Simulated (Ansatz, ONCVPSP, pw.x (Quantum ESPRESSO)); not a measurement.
# What a changed setting does to a pw.x run (fcc Li)

Potential: optimised norm-conserving Vanderbilt (ONCV), ONCVPSP 4.0.1.1 (patched build), LDA (Perdew-Wang 92); core none, reference 1s2 2s1; waves: 1s+2s: rc 0.90 bohr, ncon 4, nbas 8, qcut 11.7 1/bohr, 2 projectors; p scattering state at 0.24 Ha: rc 0.85 bohr, ncon 5, nbas 9, qcut 9.6 1/bohr, local; d scattering state at 0.03 Ha: rc 0.85 bohr, ncon 5, nbas 9, qcut 12.1 1/bohr, 1 projector; local part: the p channel; core correction: none.

The reference run (k-mesh 13³, cutoffs 150/600 Ry, Fermi–Dirac 0.01 Ry, mixing_beta 0.4, conv_thr 1e-9, no spin) gives -0.03 GPa at 19.064 Å³/atom, where all-electron LAPW gives -0.04 GPa. This run, with its own iteration cap, changes occupations to fixed, a wrong or extreme entry chosen on purpose.

```
&control
  calculation='scf', prefix='x', pseudo_dir='./', outdir='./tmp', tstress=.true., disk_io='none'
/
&system
  ibrav=0, nat=1, ntyp=1, ecutwfc=150, ecutrho=600, nbnd=8,
  occupations='fixed'
/
&electrons
  conv_thr=1e-09, mixing_beta=0.4, electron_maxstep=70
/
ATOMIC_SPECIES
Li 1.0 Li.UPF
CELL_PARAMETERS angstrom
  0.00000000 2.12028713 2.12028713
  2.12028713 0.00000000 2.12028713
  2.12028713 2.12028713 0.00000000
ATOMIC_POSITIONS crystal
Li 0.0000 0.0000 0.0000
K_POINTS automatic
13 13 13 0 0 0
```

```bash
pw.x < Li.scf.in > Li.scf.out
```

Problem. How does the run end?

Solution. It stops with "electrons: charge is wrong: smearing is needed".

```
Message from routine setup:
     the system is metallic, specify occupations
     Message from routine setup:
     using ibrav=0 with symmetry is DISCOURAGED, use correct ibrav instead
     lattice parameter (alat)  =       5.6664  a.u.
     unit-cell volume          =     128.6502 (a.u.)^3
     number of electrons       =         3.00
     number of Kohn-Sham states=            8
     kinetic-energy cutoff     =     150.0000  Ry
     charge density cutoff     =     600.0000  Ry
     scf convergence threshold =      1.0E-09
     Exchange-correlation= SLA  PW   NOGX NOGC
     number of k points=    84
     iteration #  1     ecut=   150.00 Ry     beta= 0.40
     Error in routine electrons (1):
     charge is wrong: smearing is needed
```

The run took about 30 s on one core of a shared host (Neoverse-N1, 64 threads, 124 GiB, load 59).
